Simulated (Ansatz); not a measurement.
# AlNH4 (AlH2(NH2)) at CCSD(T)/STO-3G

Aim: the energy change on altering one bond length of AlNH4 (AlH2(NH2)) at CCSD(T)/STO-3G, from 2 runs. 

Program for the calculation: Ansatz 0.2.0.

54 further runs of the same task are left out: 2 that didn't finish, 52 set aside as unsound or not needed.

### Step 1. Starting point

AlNH4 has 6 atoms, charge 0, and is taken as a singlet. As SMILES, `[H][Al]([H])[NH2]`. Geometry: a GFN2-xTB relaxation, a rough one for these elements and not checked as a minimum.

Bond lengths: Al1–N4 1.775 Å, Al1–H2 1.541 Å, Al1–H3 1.542 Å, N4–H5 1.014 Å, N4–H6 1.014 Å. Angles: Al1–N4–H5 127.0°, Al1–N4–H6 126.7°, H2–Al1–N4 121.7°, H3–Al1–N4 121.7°, H5–N4–H6 106.3°, H2–Al1–H3 116.6°.

### Step 2. The energy at CCSD(T)/STO-3G

Contents of job.yaml:

```yaml
crystal:
  periodic: [false, false, false]
  atoms:
    - {symbol: Al, position_ang: [0.411220, 0.709780, 0.004090]}
    - {symbol: H, position_ang: [1.951140, 0.754090, 0.040220]}
    - {symbol: H, position_ang: [-0.317540, 2.068550, -0.020570]}
    - {symbol: N, position_ang: [-0.477760, -0.827010, -0.006690]}
    - {symbol: H, position_ang: [-0.803830, -1.337930, -0.819770]}
    - {symbol: H, position_ang: [-0.763230, -1.367490, 0.802720]}
basis:
  gaussian: {orbitals: STO-3G}
accuracy: high
total_charge: 0
correlation: {method: ccsd_t, frozen_orbitals: {Al: 5, H: 0, "N": 1}}
scf: {omitted_lower_state_checks: [cluster_reference, increment]}
```

Command:

```console
ansatz run job.yaml --threads 1 --pin off --max-ram 2610MiB --events-out events.jsonl --progress --plain --runs-dir runs
```

The log of the run, cut to the lines that bear on the results:

```text
Warning: RAYON_NUM_THREADS=1 ignored (pool sized by the plan → 1); use --threads N
Functional definition: HF
  name "HF"
[...]
312 factors; integrals over basis functions are off by at most 1.4e-8 eV
[...]
mean field -8029.32330925 eV, -295.0721891442 hartree, gradient 6.8e-8 eV, S^2 0.000000; 0 other end points of the search recorded, 0 dependent functions left out
6 core orbitals not correlated: weight in the atoms' cores, before any rotation towards them, 0.999 or more for the frozen orbitals, at most 0.000 for the correlated occupied ones
reference -8029.32330925 eV, -295.0721891442 hartree; 6, 6 occupied and 6, 6 virtual orbitals, 312 factors
second order -1.90805283 eV of doubles, -0.00000000 eV of singles
cycle   1  -2.35526564 eV  change   -4.5e-1 eV  update   5.3e-2
[...]
cycle  20  -2.58284883 eV  change  -3.5e-10 eV  update  1.4e-10
perturbative correction -0.02669926 eV, -0.0009811796 hartree
Total energy: -8031.93285734 eV, -295.1680882676 hartree
Checks for a lower state left out: cluster_reference, increment
```

Run time: 0.18 s. Hardware: 1 thread of Intel Xeon Platinum 8488C (Sapphire Rapids), shared host.

### Step 3. The distorted shape, same level

Contents of input.yaml:

```yaml
crystal:
  periodic: [false, false, false]
  atoms:
    - {symbol: Al, position_ang: [0.482575, 0.844876, -0.198226]}
    - {symbol: H, position_ang: [2.022495, 0.889186, -0.162096]}
    - {symbol: H, position_ang: [-0.246185, 2.203646, -0.222886]}
    - {symbol: N, position_ang: [-0.406405, -0.691914, -0.209006]}
    - {symbol: H, position_ang: [-0.732475, -1.202834, -1.022086]}
    - {symbol: H, position_ang: [-0.763230, -1.367490, 0.802720]}
basis:
  gaussian: {orbitals: STO-3G}
correlation: {method: ccsd_t, frozen_orbitals: {Al: 5, H: 0, "N": 1}}
accuracy: high
scf: {omitted_lower_state_checks: [cluster_reference, increment]}
```

Command:

```console
ansatz run input.yaml --threads 1 --pin off --max-ram 2610MiB --events-out events.jsonl --progress --plain --runs-dir runs
```

The log of the run, cut to the lines that bear on the results:

```text
Warning: RAYON_NUM_THREADS=1 ignored (pool sized by the plan → 1); use --threads N
[... 2 set-up lines as earlier in the session ...]
[...]
312 factors; integrals over basis functions are off by at most 3.4e-9 eV
[...]
mean field -8028.09668652 eV, -295.0271115901 hartree, gradient 7.2e-8 eV, S^2 0.000000; 0 other end points of the search recorded, 0 dependent functions left out
6 core orbitals not correlated: weight in the atoms' cores, before any rotation towards them, 0.999 or more for the frozen orbitals, at most 0.000 for the correlated occupied ones
reference -8028.09668652 eV, -295.0271115901 hartree; 6, 6 occupied and 6, 6 virtual orbitals, 312 factors
second order -2.16118837 eV of doubles, -0.00000000 eV of singles
cycle   1  -2.67886199 eV  change   -5.2e-1 eV  update   6.1e-2
[...]
cycle  21  -2.96385420 eV  change   5.6e-11 eV  update  9.0e-10
perturbative correction -0.03173889 eV, -0.0011663827 hartree
Total energy: -8031.09227961 eV, -295.1371976057 hartree
Checks for a lower state left out: cluster_reference, increment
```

Wall time 0.16 s (1 thread of Intel Xeon Platinum 8488C (Sapphire Rapids), shared host).

### Step 4. What came out

At CCSD(T)/STO-3G, 6 core orbitals frozen:

```
                                                         quantity          value
                                        first shape: total energy  -295.16809 Eh
         first shape: correlation energy (6 core orbitals frozen)      -95.9 mEh
                                      first shape: (T) correction      -0.98 mEh
                                       first shape: T1 diagnostic          0.007
                                    distorted shape: total energy  -295.13720 Eh
     distorted shape: correlation energy (6 core orbitals frozen)     -110.1 mEh
                                  distorted shape: (T) correction      -1.17 mEh
                                   distorted shape: T1 diagnostic          0.007
energy change with the N4–H6 bond stretched from 1.014 to 1.268 Å       0.841 eV
```

What this shows: With the N4–H6 bond stretched from 1.014 to 1.268 Å the energy rises by 0.84 eV (19.4 kcal/mol). The first shape isn't relaxed at this level, so the change isn't measured from a minimum. The minimal basis adds a large error of its own. The triples (first shape) make up 1.0 % of the correlation energy. The triples (distorted shape) make up 1.1 % of the correlation energy.
